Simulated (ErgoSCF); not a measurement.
**AlHCl2 (SMILES [Cl][AlH][Cl]) at 6 levels**

Aim: a comparison of 6 runs (HF/STO-3G, HF/3-21G, HF/6-31G, B3LYP/6-31G*, CAM-B3LYP/cc-pVDZ, PBE0/def2-SVP) of AlHCl2. 

The calculation is run with ErgoSCF 3.8.

1 further run of the same task is left out (set aside as unsound or not needed).

## 1. The structure to begin with

AlHCl2: 4 atoms, total charge 0, spin state singlet. As SMILES, `[Cl][AlH][Cl]`. The shape comes from GFN2-xTB, which is rough for such elements, and wasn't checked as a minimum.

Bond lengths: Cl1–Al2 2.023 Å, Al2–Cl3 2.023 Å, Al2–H4 1.522 Å. Angles: Cl1–Al2–Cl3 124.1°, Cl1–Al2–H4 117.9°, Cl3–Al2–H4 118.0°.

## 2. The energy at HF/STO-3G (run 1)

Contents of mol.xyz:

```xyz
4
AlCl2H
Cl    -1.235530     0.698500     1.381720
Al     0.074290     0.053700    -0.018640
Cl    -0.121060    -1.680270    -1.042320
H      1.282300     0.928070    -0.320760
```

Contents of run.inp:

```
set_nthreads(1)
tmpdir = "."
scf.max_number_of_iterations = 120
basis = "STO-3G"
charge = 0
scf.use_diagonalization = 1
scf.output_mulliken_pop = 1
molecule "mol.xyz"
run "HF"
```

The basis set STO-3G is read from a file made from the Basis Set Exchange's data (not shown).

The run is started by

```sh
$ ergo run.inp
```

Standard output:

```text
INMA ERGO version 3.8
INMA reading input from file run.inp
INMA  max_number_of_iterations := 120
INMA  basis := STO-3G
INMA Basis really set to STO-3G
INMA  charge := 0
INMA  use_diagonalization := 1
INMA  output_mulliken_pop := 1
INMA running HF
INMA Running HF
INSC SCF_general constructor, number of basis functions: 28
INSC Min internuclear distance:      2.87530 a.u.  =      1.52154 Angstrom
INSC Max internuclear distance:      6.75470 a.u.  =      3.57443 Angstrom
INSC Euclidean norm of overlap matrix =          1.79623721921  (acc 1.49e-08)
INSC Euclidean norm of invCholFactor after truncation =          1.71312619635
INSC Beginning of SCF cycle 1
INSC nuclearEnergy, energy_2el, energy = 168.826643, 551.402547, -1106.804383
INSC Energy   1 =      -1106.80438290777
INSC maxabs FDS-SDF is     49.8
INDE E_HOMO =          0.01883463827
INDE E_LUMO =          0.31390799630
INSC Beginning of SCF cycle 2
INSC nuclearEnergy, energy_2el, energy = 168.826643, 618.017225, -1148.622642
INSC Energy   2 =      -1148.62264175354
INSC maxabs FDS-SDF is    0.137
INSC using DIIS to get combined Fock matrix, number of iters used for DIIS:  2
INDE E_HOMO =         -0.30849476827
INDE E_LUMO =          0.17586368105
INSC Beginning of SCF cycle 3
INSC nuclearEnergy, energy_2el, energy = 168.826643, 614.851628, -1148.927358
INSC Energy   3 =      -1148.92735761714  ( diff     -0.304715863596130 )
INSC maxabs FDS-SDF is   0.0312
INSC using DIIS to get combined Fock matrix, number of iters used for DIIS:  3
INDE E_HOMO =         -0.37845696122
INDE E_LUMO =          0.26429122938
INSC Beginning of SCF cycle 4
INSC nuclearEnergy, energy_2el, energy = 168.826643, 614.431739, -1148.933185
INSC Energy   4 =      -1148.93318465277  ( diff     -0.005827035633274 )
INSC maxabs FDS-SDF is  0.00535
INSC using DIIS to get combined Fock matrix, number of iters used for DIIS:  4
INDE E_HOMO =         -0.37932259762
INDE E_LUMO =          0.25890672746
INSC Beginning of SCF cycle 5
INSC nuclearEnergy, energy_2el, energy = 168.826643, 614.409830, -1148.933499
INSC Energy   5 =      -1148.93349912336  ( diff     -0.000314470590183 )
INSC maxabs FDS-SDF is    0.001
INSC using DIIS to get combined Fock matrix, number of iters used for DIIS:  5
INDE E_HOMO =         -0.37953818296
INDE E_LUMO =          0.26007228940
INSC Beginning of SCF cycle 6
INSC nuclearEnergy, energy_2el, energy = 168.826643, 614.405778, -1148.933512
INSC Energy   6 =      -1148.93351237017  ( diff     -0.000013246807839 )
INSC maxabs FDS-SDF is 0.000175
INSC using DIIS to get combined Fock matrix, number of iters used for DIIS:  6
INDE E_HOMO =         -0.37948032581
INDE E_LUMO =          0.26012774990
INSC Beginning of SCF cycle 7
INSC nuclearEnergy, energy_2el, energy = 168.826643, 614.406430, -1148.933513
INSC Energy   7 =      -1148.93351271319  ( diff     -0.000000343022293 )
INSC maxabs FDS-SDF is 1.89e-05
INSC using DIIS to get combined Fock matrix, number of iters used for DIIS:  7
INDE E_HOMO =         -0.37947764444
INDE E_LUMO =          0.26014530978
INSC Beginning of SCF cycle 8
INSC nuclearEnergy, energy_2el, energy = 168.826643, 614.406401, -1148.933513
INSC Energy   8 =      -1148.93351271818  ( diff     -0.000000004990852 )
INSC maxabs FDS-SDF is 1.46e-06
INSC using DIIS to get combined Fock matrix, number of iters used for DIIS:  8
INDE E_HOMO =         -0.37947829279
INDE E_LUMO =          0.26014315606
INSC Beginning of SCF cycle 9
INSC nuclearEnergy, energy_2el, energy = 168.826643, 614.406390, -1148.933513
INSC Energy   9 =      -1148.93351271820  ( diff     -0.000000000023647 )
INSC maxabs FDS-SDF is  1.7e-07
RESC CONVERGED after   9 iterations.
RESC FINAL ENERGY:      -1148.93351271820
TISC Main SCF loop took      1.36 usr cpu s       0.03 sys cpu s       1.42 wall s
INSC SCF: dipole_moment_x [atomic units] =       0.63912925
INSC SCF: dipole_moment_y [atomic units] =       0.46230249
INSC SCF: dipole_moment_z [atomic units] =      -0.16009865
INSC Sum of Mulliken charges (electrons):      48.0000000
INSC Mulliken charge of atom 0 =      -0.4636970
INSC Mulliken charge of atom 1 =       1.1446922
INSC Mulliken charge of atom 2 =      -0.4636768
INSC Mulliken charge of atom 3 =      -0.2173184
INSC Sum of Mulliken atomic charges:      -0.0000000
```

It took 2.1 s on 1 thread of Arm Neoverse N1, shared host; peak memory 0.33 GiB.

## 3. A single-point energy at HF/3-21G (run 2)

Contents of molecule.xyz:

```xyz
4
AlCl2H
Cl    -1.235530     0.698500     1.381720
Al     0.074290     0.053700    -0.018640
Cl    -0.121060    -1.680270    -1.042320
H      1.282300     0.928070    -0.320760
```

Contents of run.inp:

```
set_nthreads("env")
scf.output_mulliken_pop = 1
tmpdir = "."
scf.use_diagonalization = 1
charge = 0
scf.max_number_of_iterations = 120
basis = "3-21G"
molecule "molecule.xyz"
run "HF"
```

The basis set 3-21G is read from a file made from the Basis Set Exchange's data (not shown).

The run is started by

```sh
$ ergo < run.inp
```

Standard output:

```text
[...]
INSC SCF_general constructor, number of basis functions: 41
[...]
INSC Energy   1 =       -875.52738116323
[...]
INDE E_LUMO =          0.03704404122
[...]
INSC Energy  15 =      -1155.88062218068  ( diff     -0.000000000024556 )
[...]
RESC CONVERGED after  15 iterations.
RESC FINAL ENERGY:      -1155.88062218068
[...]
INSC SCF: dipole_moment_x [atomic units] =       0.52590300
INSC SCF: dipole_moment_y [atomic units] =       0.38038528
INSC SCF: dipole_moment_z [atomic units] =      -0.13175148
[...]
```

Run time: 3.6 s. Hardware: 1 thread of Arm Neoverse N1, shared host; peak memory 0.33 GiB.

Runs 3 to 4 aren't shown in full; the table further down has their settings and results.

## 4. The energy at CAM-B3LYP/cc-pVDZ (run 5)

Contents of input.ego:

```
# AlCl2H, Camb3lyp
set_nthreads("env")
molecule_inline Angstrom
Cl      -1.235530       0.698500       1.381720
Al       0.074290       0.053700      -0.018640
Cl      -0.121060      -1.680270      -1.042320
H        1.282300       0.928070      -0.320760
EOF
scf.max_number_of_iterations = 120
XC.radint = 1e-11
scf.use_diagonalization = 1
spin_polarization = 0
tmpdir = "."
basis = "cc-pVDZ"
XC.angint = 41
XC.sparse_mode = 0
scf.output_mulliken_pop = 1
run "Camb3lyp"
```

The basis set cc-pVDZ is read from a file made from the Basis Set Exchange's data (not shown).

The run is started by

```sh
$ ergo < input.ego
```

Standard output:

```text
[...]
INSC SCF_general constructor, number of basis functions: 59
[...]
INSC Energy   1 =       -659.36872611328
[...]
INDE E_LUMO =         -0.00793982329
[...]
INSC Energy  16 =      -1163.58727219778  ( diff     -0.000000000009095 )
[...]
RESC CONVERGED after  16 iterations.
RESC FINAL ENERGY:      -1163.58727219778
[...]
INSC SCF: dipole_moment_x [atomic units] =       0.18703503
INSC SCF: dipole_moment_y [atomic units] =       0.13524552
INSC SCF: dipole_moment_z [atomic units] =      -0.04689333
[...]
```

Run time: 98 s. Hardware: 1 thread of Arm Neoverse N1, shared host.

## 5. The energy at PBE0/def2-SVP (run 6)

Contents of input.ego:

```
set_nthreads(1)
molecule_inline Angstrom
Cl -1.235530 0.698500 1.381720
Al 0.074290 0.053700 -0.018640
Cl -0.121060 -1.680270 -1.042320
H  1.282300 0.928070 -0.320760
EOF
tmpdir = "."
XC.angint = 41
scf.use_diagonalization = 1
XC.sparse_mode = 0
XC.radint = 1e-11
scf.max_number_of_iterations = 120
spin_polarization = 0
basis = "def2-SVP"
scf.output_mulliken_pop = 1
run "PBE0"
```

The basis set def2-SVP is read from a file made from the Basis Set Exchange's data (not shown).

The run is started by

```sh
$ ergo input.ego
```

Standard output:

```text
[...]
INDF Weighted mixed functional:
[...]
INSC Energy   1 =       -696.69527305323
[...]
INDE E_LUMO =         -0.04014326554
[...]
INSC Energy  16 =      -1162.77455425208  ( diff      0.000000000002274 )
[...]
RESC CONVERGED after  16 iterations.
RESC FINAL ENERGY:      -1162.77455425208
[...]
INSC SCF: dipole_moment_x [atomic units] =       0.16471474
INSC SCF: dipole_moment_y [atomic units] =       0.11909110
INSC SCF: dipole_moment_z [atomic units] =      -0.04131193
[...]
```

Run time: 21 s. Hardware: 1 thread of Arm Neoverse N1, shared host.

## 6. All runs side by side

```tsv
run	level	integration grid	radint	energy (Eh)	dipole moment (D)	wall time
1	HF/STO-3G	–	–	-1148.933513	2.05	2.1 s
2	HF/3-21G	–	–	-1155.880622	1.68	3.6 s
3	HF/6-31G	–	–	-1161.499649	1.69	9.3 s
4	B3LYP/6-31G* (spherical functions)	Turbo	1e-11	-1163.548435	0.72	28 s
5	CAM-B3LYP/cc-pVDZ	Turbo	1e-11	-1163.587272	0.60	98 s
6	PBE0/def2-SVP	Turbo	1e-11	-1162.774554	0.53	21 s
```

## 7. Outcome

| quantity | value |
| --- | --- |
| run 6: total energy | -1162.77455 Eh |
| run 6: dipole moment | 0.53 D |

**Reading.** The dipole moment (its size) runs from 0.53 D (PBE0/def2-SVP) to 2.05 D (HF/STO-3G). The two ends differ in method and basis. Totals of different functionals can't be ranked against each other. In run 1 the basis is minimal, so the values are rough. All runs together took 2.7 min, the longest 98 s.
